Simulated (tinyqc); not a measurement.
Worked calculation: G0W0 on RHF in the sto-3g basis, for H2F+, spin multiplicity 1. One step of it, computed by the program tinyqc.

Problem. Orthogonalisation. S = U s U^T; symmetric (Loewdin) form X = U s^(-1/2) U^T, so that X^T S X = 1.

overlap S, order 1F 1s, 1F 2s, 1F 2px, 1F 2py, 1F 2pz, 2H 1s, 3H 1s:
```
[[1.000000, 0.237990, 0.000000, 0.000000, 0.000000, 0.032884, 0.032884],
 [0.237990, 1.000000, 0.000000, 0.000000, 0.000000, 0.343029, 0.343029],
 [0.000000, 0.000000, 1.000000, 0.000000, 0.000000, 0.000000, 0.000000],
 [0.000000, 0.000000, 0.000000, 1.000000, 0.000000, 0.240662, -0.240662],
 [0.000000, 0.000000, 0.000000, 0.000000, 1.000000, 0.156919, 0.156919],
 [0.032884, 0.343029, 0.000000, 0.240662, 0.156919, 1.000000, 0.158558],
 [0.032884, 0.343029, 0.000000, -0.240662, 0.156919, 0.158558, 1.000000]]
```

Give: eigenvalues of S; X.

Solution.

eigenvalues of S: [0.501, 0.571, 0.904, 1.000, 1.087, 1.270, 1.668]

X, order 1F 1s, 1F 2s, 1F 2px, 1F 2py, 1F 2pz, 2H 1s, 3H 1s:
```
[[1.024, -0.134, 0.000, 0.000, -0.005, 0.017, 0.017],
 [-0.134, 1.123, 0.000, 0.000, 0.045, -0.187, -0.187],
 [0.000, 0.000, 1.000, 0.000, 0.000, 0.000, 0.000],
 [0.000, 0.000, 0.000, 1.056, 0.000, -0.150, 0.150],
 [-0.005, 0.045, 0.000, 0.000, 1.020, -0.084, -0.084],
 [0.017, -0.187, 0.000, -0.150, -0.084, 1.094, -0.061],
 [0.017, -0.187, 0.000, 0.150, -0.084, -0.061, 1.094]]
```
